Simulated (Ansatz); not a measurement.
A trace of molecular dynamics of ClH6NSi (9 atoms, charge 0, multiplicity 1).

Method: RKS PBE0/6-31G* (Ansatz 0.2.0).

```yaml
ensemble: NVE (velocity Verlet)
starting_velocities_drawn_for: 300 K
seed: 9330
```

```csv
time (fs),T (K),potential energy less start (eV),conserved less start (meV/atom)
0,300,0.000,0.00
4,189,0.101,0.07
8,126,0.160,0.27
12,93,0.190,0.37
16,56,0.224,0.36
20,187,0.104,0.17
24,176,0.114,0.17
28,197,0.094,0.11
32,206,0.086,0.10
36,104,0.181,0.33
40,134,0.154,0.39
44,100,0.184,0.29
48,134,0.151,0.10
52,228,0.066,0.08
56,186,0.104,0.18
60,184,0.107,0.21
64,152,0.137,0.32
68,100,0.184,0.31
72,178,0.112,0.19
76,227,0.067,0.08
80,192,0.098,0.13
84,170,0.120,0.27
88,148,0.141,0.32
92,200,0.093,0.28
96,261,0.037,0.16
100,221,0.073,0.13
```

Question: Is this trajectory sound?

Answer: The conserved energy stayed within 0.42 meV per atom of its start (net change 0.13 meV per atom), so the integration is sound. A run of 0.1 ps of so small a system gives no equilibrium averages. The orbitals stay closed-shell, which can raise the energy where a bond breaks towards radicals; this wasn't checked here. The time step was 0.5 fs.

Time of the run: 8.7 min on 1 thread of Arm Neoverse V1, with other jobs on the host, peak memory 0.12 GiB.
